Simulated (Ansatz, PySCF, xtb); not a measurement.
Protons, H atoms and electrons added to or taken from C=C. Gas-phase values, no solvent. Strings in code marks are SMILES.

Quantity: proton affinity at 298 K, in eV. Enthalpy corrections at 298 K come from GFN2-xTB frequencies (xtb).

Level 1: PBE-D3(BJ)/def2-TZVP // PBE0-D3(BJ)/def2-TZVP (PySCF)
Level 2: PBE/6-31G* // PBE0-D3(BJ)/def2-TZVP (PySCF)
Level 3: SVWN5/6-31G* // PBE0-D3(BJ)/def2-TZVP (PySCF)
Level 4: HF/cc-pVTZ // PBE0-D3(BJ)/def2-TZVP (Ansatz, a first-principles code)

```csv
species,level 2,level 3,level 4
proton added at C1: `[CH2+]C`,7.12,6.84,7.37
```

**Question.** What does level 1 give for each?

**Answer.** 
- proton added at C1: `[CH2+]C`: 6.97
